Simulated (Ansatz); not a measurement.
**C₂H₃ClFN: geometry and vibrations**

What shape does C₂H₃ClFN take? The plan is to relax it, check the end point by its vibrations and derive ideal-gas thermochemistry, and look at its orbitals and charge.

Program: Ansatz 0.2.0, Gaussian basis. Level of theory: RKS PBE0-D4/def2-TZVP. These are calculated values, not measurements.

Levels to be run: relaxation at PBE-D4/def2-SVP; relaxation at PBE0-D4/def2-TZVP; harmonic vibrations at the same level; a single point in def2-TZVPP for the fields.

## (1) The starting structure

8 atoms, charge 0, spin multiplicity 1.

Atoms are counted from 1 here; the program's logs count them from 0.

Bond lengths: C1–N2 1.420 Å, C1–H6 1.169 Å, C1–H7 1.063 Å, C1–H8 1.093 Å, N2–C3 1.268 Å, C3–F4 1.294 Å, C3–Cl5 1.738 Å. Angles: N2–C1–H6 107.3°, N2–C1–H7 114.4°, N2–C1–H8 111.1°, H6–C1–H7 106.3°, H6–C1–H8 103.4°, H7–C1–H8 113.4°, C1–N2–C3 110.3°, N2–C3–F4 126.3°, N2–C3–Cl5 119.3°, F4–C3–Cl5 114.4°.

The start is a force-field geometry with small random shifts, so a cheaper pass at PBE-D4/def2-SVP comes first.

## (2) Optimising with PBE-D4/def2-SVP (cheap first pass)

The input, in.yaml:

```yaml
crystal:
  periodic: [false, false, false]
  atoms:
    - {symbol: C, position_ang: [-0.968100, 0.283000, 0.135700]}
    - {symbol: N, position_ang: [0.386800, 0.705800, 0.094600]}
    - {symbol: C, position_ang: [1.147100, -0.279900, -0.146400]}
    - {symbol: F, position_ang: [0.777700, -1.507400, -0.321700]}
    - {symbol: Cl, position_ang: [2.865700, -0.031100, -0.219000]}
    - {symbol: H, position_ang: [-1.623300, 1.232900, 0.320400]}
    - {symbol: H, position_ang: [-1.193100, -0.392700, 0.925400]}
    - {symbol: H, position_ang: [-1.300700, -0.067700, -0.844700]}
basis:
  gaussian: {orbitals: def2-SVP}
hamiltonian: {xc: pbe, dispersion: d4}
relax: {f_tol: 0.03, max_steps: 200}
```

The run is started by

```
> ansatz run in.yaml --threads 2 --pin off --events-out ev --progress --plain --max-ram 4352MiB
```

Log (excerpt; [...] marks lines left out):

```text
Functional definition: PBE
  name "PBE"
  cite "Perdew, Burke & Ernzerhof, Phys. Rev. Lett. 77, 3865 (1996) doi:10.1103/PhysRevLett.77.3865"
  parent pbe
[...]
1005 factors; their error is unknown
[...]
mean field -18830.66233022 eV, -692.0140767541 hartree, gradient 1.0e-5 eV, S^2 0.000000; 0 other end points of the search recorded, 0 dependent functions left out
[...]
reference -18830.66235550 eV, -692.0140776834 hartree; 24, 24 occupied and 65, 65 virtual orbitals, 1005 factors
relax step   1: F+E_penalty+E_count = -18830.81431191 eV  Δ(F+E_penalty+E_count) = +0.000e0 eV  max|allowed force component| = 3.612e0 eV/Å  Δτ_max = 0.0000 Å  (29 SCF iters, accepted)
[...]
relax step   7: F+E_penalty+E_count = -18831.14366181 eV  Δ(F+E_penalty+E_count) = -4.529e-4 eV  max|allowed force component| = 3.204e-2 eV/Å  Δτ_max = 0.0130 Å  (32 SCF iters, accepted)
[...]
relax step  13: F+E_penalty+E_count = -18831.14417643 eV  Δ(F+E_penalty+E_count) = -3.923e-4 eV  max|allowed force component| = 9.087e-2 eV/Å  Δτ_max = 0.0347 Å  (31 SCF iters, accepted)
[...]
relax step  19: F+E_penalty+E_count = -18831.16731366 eV  Δ(F+E_penalty+E_count) = -1.375e-2 eV  max|allowed force component| = 9.269e-2 eV/Å  Δτ_max = 0.1687 Å  (38 SCF iters, accepted)
[...]
relax step  25: F+E_penalty+E_count = -18831.17961670 eV  Δ(F+E_penalty+E_count) = -1.582e-3 eV  max|allowed force component| = 7.640e-2 eV/Å  Δτ_max = 0.0267 Å  (31 SCF iters, accepted)
[...]
relax step  26: F+E_penalty+E_count = -18831.18070451 eV  Δ(F+E_penalty+E_count) = -1.088e-3 eV  max|allowed force component| = 1.573e-2 eV/Å  Δτ_max = 0.0461 Å  (31 SCF iters, accepted)
1005 factors; their error is unknown
mean field -18831.03249949 eV, -692.0276802239 hartree, gradient 1.9e-5 eV, S^2 0.000000; 1 other end points of the search recorded, 0 dependent functions left out
[...]
reference -18831.03252598 eV, -692.0276811974 hartree; 24, 24 occupied and 65, 65 virtual orbitals, 1005 factors
Total energy: -18831.18073100 eV, -692.0331276314 hartree
Atom 0 at    -1.057477     0.324457     0.025351 Å, force    -0.003204    -0.004365     0.000031 eV/Å
Atom 1 at     0.336593     0.586287    -0.255699 Å, force    -0.012426     0.014442    -0.004668 eV/Å
Atom 2 at     1.221766    -0.279240    -0.076138 Å, force     0.013735    -0.015726     0.004469 eV/Å
Atom 3 at     1.029527    -1.534446     0.386153 Å, force    -0.001368     0.005151     0.003183 eV/Å
Atom 4 at     2.903629    -0.011664    -0.398925 Å, force     0.004781    -0.001113    -0.001606 eV/Å
Atom 5 at    -1.440664     1.108331     0.711103 Å, force     0.000869    -0.000042     0.001096 eV/Å
Atom 6 at    -1.262760    -0.674285     0.468044 Å, force     0.001049    -0.002665    -0.002989 eV/Å
Atom 7 at    -1.638514     0.423460    -0.915588 Å, force    -0.003436     0.004318     0.000485 eV/Å
Dipole moment:    -0.260194    -0.065931     0.055001 e Å
```

Wall time 44 s (2 threads of Arm Neoverse V1, shared host).

Relaxation path: (the energy doesn't fall at every step)

| step | energy from step 1 (eV) | largest force component (eV/Å) |
| --- | --- | --- |
| 1 | 0.0000 | 3.6121 |
| 2 | -0.2527 | 1.8209 |
| 3 | -0.2826 | 0.8574 |
| 4 | -0.2960 | 0.8865 |
| 5 | -0.3287 | 0.1373 |
| 6 | -0.3289 | 0.0731 |
| 7 | -0.3293 | 0.0320 |
| 8 | -0.3294 | 0.0172 |
| 9 | -0.3294 | 0.0034 |
| 10 | -0.3294 | 0.0054 |
| 11 | -0.3295 | 0.0573 |
| 12 | -0.3205 | 0.7260 |
| 13 | -0.3299 | 0.0909 |
| 14 | -0.3296 | 0.1940 |
| 15 | -0.3306 | 0.1116 |
| 16 | -0.3318 | 0.1528 |
| 17 | -0.3333 | 0.2716 |
| 18 | -0.3393 | 0.1599 |
| 19 | -0.3530 | 0.0927 |
| 20 | -0.3545 | 0.0789 |
| 21 | -0.3450 | 0.7178 |
| 22 | -0.3605 | 0.0412 |
| 23 | -0.3637 | 0.1645 |
| 24 | -0.3618 | 0.3007 |
| 25 | -0.3653 | 0.0764 |
| 26 | -0.3664 | 0.0157 |

The force was under the threshold of 0.03 eV/Å already at step 8, but the program went on to step 26.

Close pairs (by a distance rule), those that changed most:

| bond | before (Å) | after (Å) | change (Å) |
| --- | --- | --- | --- |
| C1–H6 | 1.169 | 1.110 | -0.059 |
| C3–F4 | 1.294 | 1.351 | +0.058 |
| C1–H7 | 1.063 | 1.112 | +0.048 |
| C1–N2 | 1.420 | 1.446 | +0.026 |
| C1–H8 | 1.093 | 1.110 | +0.017 |
| N2–C3 | 1.268 | 1.251 | -0.017 |
| C3–Cl5 | 1.738 | 1.733 | -0.005 |

## (3) Geometry optimisation, PBE0-D4/def2-TZVP

The input, in.yaml:

```yaml
crystal:
  periodic: [false, false, false]
  atoms:
    - {symbol: C, position_ang: [-1.057477, 0.324457, 0.025351]}
    - {symbol: N, position_ang: [0.336593, 0.586287, -0.255699]}
    - {symbol: C, position_ang: [1.221766, -0.279240, -0.076138]}
    - {symbol: F, position_ang: [1.029527, -1.534446, 0.386153]}
    - {symbol: Cl, position_ang: [2.903629, -0.011664, -0.398925]}
    - {symbol: H, position_ang: [-1.440664, 1.108331, 0.711103]}
    - {symbol: H, position_ang: [-1.262760, -0.674285, 0.468044]}
    - {symbol: H, position_ang: [-1.638514, 0.423460, -0.915588]}
basis:
  gaussian: {orbitals: def2-TZVP}
hamiltonian: {xc: pbe0, dispersion: d4}
relax: {f_tol: 0.005, max_steps: 150}
```

Launched as before.

Log (excerpt; [...] marks lines left out):

```text
Functional definition: PBE0
  name "PBE0"
  cite "Adamo & Barone, J. Chem. Phys. 110, 6158 (1999) doi:10.1063/1.478522"
  cite "Perdew, Burke & Ernzerhof, Phys. Rev. Lett. 77, 3865 (1996) doi:10.1103/PhysRevLett.77.3865"
  parent pbe
[...]
1071 factors; their error is unknown
[...]
mean field -18843.78732098 eV, -692.4964112684 hartree, gradient 1.7e-5 eV, S^2 0.000000; 0 other end points of the search recorded, 0 dependent functions left out
[...]
reference -18843.78734669 eV, -692.4964122132 hartree; 24, 24 occupied and 155, 155 virtual orbitals, 1071 factors
relax step   1: F+E_penalty+E_count = -18843.91102066 eV  Δ(F+E_penalty+E_count) = +0.000e0 eV  max|allowed force component| = 8.940e-1 eV/Å  Δτ_max = 0.0000 Å  (30 SCF iters, accepted)
[...]
reference -18843.83224149 eV, -692.4980620665 hartree; 24, 24 occupied and 155, 155 virtual orbitals, 1071 factors
Total energy: -18843.95693568 eV, -692.5026444934 hartree
Atom 0 at    -1.051688     0.314709     0.018055 Å, force     0.000315     0.000537    -0.000359 eV/Å
Atom 1 at     0.334903     0.581390    -0.279020 Å, force    -0.000198    -0.000913     0.000277 eV/Å
Atom 2 at     1.206390    -0.268195    -0.073835 Å, force    -0.000550    -0.001491     0.000929 eV/Å
Atom 3 at     1.010681    -1.491450     0.424998 Å, force     0.000449     0.001692    -0.000837 eV/Å
Atom 4 at     2.867495    -0.023917    -0.400857 Å, force     0.000373     0.000178    -0.000114 eV/Å
Atom 5 at    -1.403422     1.068511     0.725621 Å, force     0.000050     0.000184     0.000149 eV/Å
Atom 6 at    -1.241333    -0.680223     0.428265 Å, force    -0.000200    -0.000169     0.000079 eV/Å
Atom 7 at    -1.630925     0.442074    -0.898925 Å, force    -0.000239    -0.000020    -0.000123 eV/Å
Dipole moment:    -0.263963    -0.061460     0.060658 e Å
```

Wall time 41 s (2 threads of Arm Neoverse V1, shared host).

The steps of the relaxation:

| step | energy from step 1 (eV) | largest force component (eV/Å) |
| --- | --- | --- |
| 1 | 0.0000 | 0.8940 |
| 2 | -0.0413 | 0.2888 |
| 3 | -0.0455 | 0.1077 |
| 4 | -0.0456 | 0.0534 |
| 5 | -0.0457 | 0.0106 |
| 6 | -0.0458 | 0.0097 |
| 7 | -0.0459 | 0.0093 |
| 8 | -0.0459 | 0.0054 |
| 9 | -0.0459 | 0.0017 |

Close pairs (by a distance rule), those that changed most:

| bond | before (Å) | after (Å) | change (Å) |
| --- | --- | --- | --- |
| C3–Cl5 | 1.733 | 1.711 | -0.023 |
| C1–H7 | 1.112 | 1.093 | -0.019 |
| C1–H8 | 1.110 | 1.092 | -0.018 |
| C1–H6 | 1.110 | 1.092 | -0.018 |
| N2–C3 | 1.251 | 1.234 | -0.017 |
| C3–F4 | 1.351 | 1.335 | -0.016 |
| C1–N2 | 1.446 | 1.443 | -0.003 |

Mulliken charges of the relaxed molecule (report file):

| atom | value (e) |
| --- | --- |
| C1 | -0.27 |
| N2 | -0.17 |
| C3 | 0.20 |
| F4 | -0.15 |
| Cl5 | -0.03 |
| H6 | 0.14 |
| H7 | 0.13 |
| H8 | 0.14 |

## (4) Harmonic vibrations

The input, in.yaml:

```yaml
crystal:
  periodic: [false, false, false]
  atoms:
    - {symbol: C, position_ang: [-1.051688, 0.314709, 0.018055]}
    - {symbol: N, position_ang: [0.334903, 0.581390, -0.279020]}
    - {symbol: C, position_ang: [1.206390, -0.268195, -0.073835]}
    - {symbol: F, position_ang: [1.010681, -1.491450, 0.424998]}
    - {symbol: Cl, position_ang: [2.867495, -0.023917, -0.400857]}
    - {symbol: H, position_ang: [-1.403422, 1.068511, 0.725621]}
    - {symbol: H, position_ang: [-1.241333, -0.680223, 0.428265]}
    - {symbol: H, position_ang: [-1.630925, 0.442074, -0.898925]}
basis:
  gaussian: {orbitals: def2-TZVP}
hamiltonian: {xc: pbe0, dispersion: d4}
phonons: {temperatures: {t_min: 298.15, t_max: 900, t_step: 200}}
```

Launched as before.

Log (excerpt; [...] marks lines left out):

```text
Functional definition: PBE0
  name "PBE0"
  cite "Adamo & Barone, J. Chem. Phys. 110, 6158 (1999) doi:10.1063/1.478522"
  cite "Perdew, Burke & Ernzerhof, Phys. Rev. Lett. 77, 3865 (1996) doi:10.1103/PhysRevLett.77.3865"
  parent pbe
[...]
1071 factors; their error is unknown
[...]
mean field -18843.83221660 eV, -692.4980611519 hartree, gradient 2.1e-5 eV, S^2 0.000000; 0 other end points of the search recorded, 0 dependent functions left out
[...]
reference -18843.83224207 eV, -692.4980620877 hartree; 24, 24 occupied and 155, 155 virtual orbitals, 1071 factors
[...]
1071 factors; their error is unknown
mean field -18843.83204289 eV, -692.4980547681 hartree, gradient 1.3e-6 eV, S^2 0.000000; 0 other end points of the search recorded, 0 dependent functions left out
[...]
reference -18843.83206837 eV, -692.4980557045 hartree; 24, 24 occupied and 155, 155 virtual orbitals, 1071 factors
[...]
Atom 0 at    -1.051688     0.314709     0.018055 Å, force     0.000339     0.000525    -0.000362 eV/Å
Atom 1 at     0.334903     0.581390    -0.279020 Å, force    -0.000243    -0.000893     0.000287 eV/Å
Atom 2 at     1.206390    -0.268195    -0.073835 Å, force    -0.000538    -0.001496     0.000915 eV/Å
Atom 3 at     1.010681    -1.491450     0.424998 Å, force     0.000454     0.001685    -0.000826 eV/Å
Atom 4 at     2.867495    -0.023917    -0.400857 Å, force     0.000368     0.000171    -0.000108 eV/Å
Atom 5 at    -1.403422     1.068511     0.725621 Å, force     0.000057     0.000186     0.000152 eV/Å
Atom 6 at    -1.241333    -0.680223     0.428265 Å, force    -0.000189    -0.000162     0.000072 eV/Å
Atom 7 at    -1.630925     0.442074    -0.898925 Å, force    -0.000250    -0.000017    -0.000130 eV/Å
Dipole moment:    -0.263963    -0.061460     0.060658 e Å
Vibrations: 99.62 223.28 248.53 391.85 487.58 645.31 800.82 1053.87 1120.95 1127.37 1166.59 1432.46 1486.09 1492.98 1828.75 3047.46 3123.91 3127.47 cm⁻¹, zero-point energy 1.419921 eV
```

Run time: 2.3 min. Hardware: 2 threads of Arm Neoverse V1, shared host.

Motions are named by where the mode's potential energy lies. The modes, unscaled (a negative number is an imaginary wavenumber):

| mode | cm⁻¹ | motion |
| --- | --- | --- |
| 1 | 100 | torsion |
| 2 | 223 | torsion |
| 3 | 249 | bend |
| 4 | 392 | bend |
| 5 | 488 | C–Cl stretch with bend |
| 6 | 645 | torsion with out-of-plane bend |
| 7 | 801 | bend with C–F stretch |
| 8 | 1054 | C–N stretch |
| 9 | 1121 | C–F stretch |
| 10 | 1127 | bend |
| 11 | 1167 | bend |
| 12 | 1432 | bend |
| 13 | 1486 | bend |
| 14 | 1493 | bend |
| 15 | 1829 | C–N stretch |
| 16 | 3047 | C–H stretch |
| 17 | 3124 | C–H stretch |
| 18 | 3127 | C–H stretch |

Ideal gas, rigid rotor and harmonic oscillator at 298.15 K and 1 bar, with symmetry number 1:

| term | value |
| --- | --- |
| zero-point energy | 137.0 kJ/mol |
| H(298) − E | 153.8 kJ/mol |
| entropy, translation | 165.7 J/(mol K) |
| entropy, rotation | 110.0 J/(mol K) |
| entropy, vibration | 40.5 J/(mol K) |
| entropy, total | 316.2 J/(mol K) |

## (5) Orbitals, density and potential

Changes to in.yaml since step 4:

```diff
@@ -12,4 +12,4 @@
 basis:
-  gaussian: {orbitals: def2-TZVP}
+  gaussian: {orbitals: def2-TZVPP}
 hamiltonian: {xc: pbe0, dispersion: d4}
-phonons: {temperatures: {t_min: 298.15, t_max: 900, t_step: 200}}
+output: {orbitals: {seedname: orbitals}}
```

The command is unchanged.

Log:

```text
Functional definition: PBE0
  name "PBE0"
  cite "Adamo & Barone, J. Chem. Phys. 110, 6158 (1999) doi:10.1063/1.478522"
  cite "Perdew, Burke & Ernzerhof, Phys. Rev. Lett. 77, 3865 (1996) doi:10.1103/PhysRevLett.77.3865"
  parent pbe
  parameter a = 0.25
  parameter kappa = 0.804
  parameter beta = 0.06672455060314922
  exchange = (1 - a)*pbe_x(kappa = kappa, mu = beta*pi^2/3) + a*exact_x
  correlation = pbe_c(beta = beta)
1173 factors; their error is unknown
mean field evaluation 1: about -18836.8182 eV, gradient 5.8e1 eV
mean field evaluation 2: about -18823.3166 eV, gradient 9.5e1 eV
mean field evaluation 4: about -18843.7417 eV, gradient 6.4e0 eV
mean field evaluation 8: about -18843.8141 eV, gradient 1.9e-1 eV
mean field evaluation 16: about -18843.8608 eV, gradient 2.1e-4 eV
mean field -18843.86079748 eV, -692.4991114796 hartree, gradient 3.5e-5 eV, S^2 0.000000; 0 other end points of the search recorded, 0 dependent functions left out
reference -18843.86082348 eV, -692.4991124352 hartree; 24, 24 occupied and 184, 184 virtual orbitals, 1173 factors
Total energy: -18843.98551766 eV, -692.5036948617 hartree
```

Run time: 3.3 s. Hardware: 2 threads of Arm Neoverse V1, shared host.

Orbitals, density, ELF and potential are computed afterwards from the orbital file.

Frontier orbitals at PBE0-D4/def2-TZVPP, with the share of their density that lies nearest to each atom:

| orbital | energy (eV) | lies on |
| --- | --- | --- |
| HOMO-1 | -8.46 | N2 34 %; Cl5 32 %; C3 15 % |
| HOMO | -8.38 | N2 63 %; H7 10 %; Cl5 9 % |
| LUMO | -0.12 | C3 42 %; N2 32 %; Cl5 11 % |

ELF in a plane through or near 6 of the atoms.

Ten even steps from '0' (0.00) to '9' (1.00):
```
0000000000000000000000000000
0000000000000000000000000000
0000000000000000000000000000
0000011210001220000000000000
0000145640006762000000000000
0000378871028984000000000000
0001588983038995011100000000
0003653565247576355310000000
0014745557465637466410000000
0015885377228677646410000000
0014888754235445434200000000
0002665205772018996100000000
0001331027775019998300000000
0000000068568208999500000000
0000000158787104998300000000
0000000024443000554000000000
0000000000000000000000000000
0000000000000000000000000000
0000000000000000000000000000
0000000000000000000000000000
```
The map spans 10.8 Å across and 7.8 Å up, centred on the molecule. Atoms in the plane (x, y in Å): C1 (1.1, 0.1), N2 (-0.2, 0.7), C3 (-1.2, 0.0), F4 (-1.3, -1.3), Cl5 (-2.8, 0.7), H7 (1.1, -1.0).

On the surface of density 0.002 e/bohr³ the electrostatic potential runs, from the 1st to the 99th percentile, from -1.23 V near N2 to 1.02 V near H8.

## (6) Summary of results

```
                  quantity            value
               point group               Cs
                     steps           26 + 9
shift from the start (rms)          0.471 Å
              total energy   -18843.9569 eV
           dispersion term         -125 meV
             dipole moment           1.33 D
lowest, highest wavenumber   100, 3127 cm⁻¹
         zero-point energy     137.0 kJ/mol
       entropy at 298.15 K  316.2 J/(mol K)
                HOMO, LUMO  -8.38, -0.12 eV
```

What this shows: The relaxed geometry lies 0.47 Å (rms) from the start; the bond that changed most is C1–H6, from 1.169 to 1.092 Å. No mode is imaginary: a true minimum at this level. The stiffest mode, 3127 cm⁻¹, is a C–H stretch. Harmonic hybrid wavenumbers usually lie a few per cent above measured fundamentals. The largest Mulliken charge, -0.27 e, sits on C1. The HOMO lies mostly on N2 63 %; H7 10 % and the LUMO on C3 42 %; N2 32 %.
